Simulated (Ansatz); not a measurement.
# BH3N: the cost of one run

Computed with Ansatz 0.2.0 through its Python package. Level of theory: CAM-B3LYP/cc-pVDZ.

### Step 1. Starting point

Bond lengths: B1–N2 1.508 Å, B1–H3 1.147 Å, B1–H4 1.171 Å, N2–H5 1.029 Å. Angles: B1–N2–H5 108.3°, N2–B1–H3 124.3°, N2–B1–H4 115.6°, H3–B1–H4 119.7°.

No structure file is read: the coordinates are typed or built in the script.

### Step 2. Script

Input file run_scan.py:

```python
"""Stretching a bond of BH3N, the rest held rigid."""

import ansatz as az
import numpy as np

BASIS = "cc-pVDZ"
FUNCTIONAL = "CAM-B3LYP"

GEOMETRY = """
B    -0.24110   -0.41890   -0.09680
N     0.89570    0.55060   -0.29900
H    -0.43510   -0.99450    0.87560
H    -1.02270   -0.46990   -0.96770
H     0.85300    1.25890    0.44640
"""

bh3n = az.Crystal.molecule()
for line in GEOMETRY.strip().splitlines():
    symbol, *xyz = line.split()
    bh3n = bh3n.atom(symbol, [float(v) for v in xyz])

symbols = [site.symbol for site in bh3n.cartesian_sites]
start = np.array([site.position_ang for site in bh3n.cartesian_sites])
axis = (start[4] - start[1]) / np.linalg.norm(start[4] - start[1])
moving = [4]
lengths, energies = [0.906, 0.947, 0.988, 1.029, 1.07, 1.111, 1.153, 1.214], []
for length in lengths:
    xyz = start.copy()
    xyz[moving] += (length - np.linalg.norm(start[4] - start[1])) * axis
    point = az.Crystal.molecule()
    for symbol, place in zip(symbols, xyz):
        point = point.atom(symbol, place.tolist())
    model = point.calculation()
    model = model.basis(gaussian=BASIS)
    model = model.functional(FUNCTIONAL)
    model = model.spin("collinear", total=1)
    summary = model.run(threads=1).report
    energies.append(summary["free_energy_ev"])
    print(f"r = {length:6.3f} A  E = {energies[-1]:.5f} eV  <S^2> = {abs(summary['mean_field']['state']['spin_squared']):.3f}")

# quartic fit about the minimum
fit = np.polynomial.Polynomial.fit(lengths, np.array(energies) - min(energies), 4).convert()
roots = [r.real for r in fit.deriv().roots() if abs(r.imag) < 1e-9 and fit.deriv(2)(r.real) > 0]
r_e = min(roots, key=lambda r: abs(r - lengths[int(np.argmin(energies))]))
print(f"minimum of the fit at {r_e:.4f} A, force constant {fit.deriv(2)(r_e):.2f} eV/A^2")
```

### Step 3. What the engine is handed

The engine receives this input (first run):

```yaml
crystal:
  periodic: [false, false, false]
  atoms:
    - { symbol: B, position_ang: [-0.2411, -0.4189, -0.0968] }
    - { symbol: "N", position_ang: [0.8957, 0.5506, -0.299] }
    - { symbol: H, position_ang: [-0.4351, -0.9945, 0.8756] }
    - { symbol: H, position_ang: [-1.0227, -0.4699, -0.9677] }
    - { symbol: H, position_ang: [0.8581092705682098, 1.1741483291929034, 0.3572091268959343] }
basis:
  gaussian:
    orbitals: cc-pVDZ
hamiltonian:
  xc: cam_b3lyp
magnetization:
  spin_polarized: true
  initial_magnetization: 1.0
```

### Step 4. The run

The run is started by

```bash
python run_scan.py
```

What time and memory should one allow on 1 thread of AMD EPYC 9R14 (Zen 4), shared host?

About 5.7 s, with a peak of 0.17 GiB.
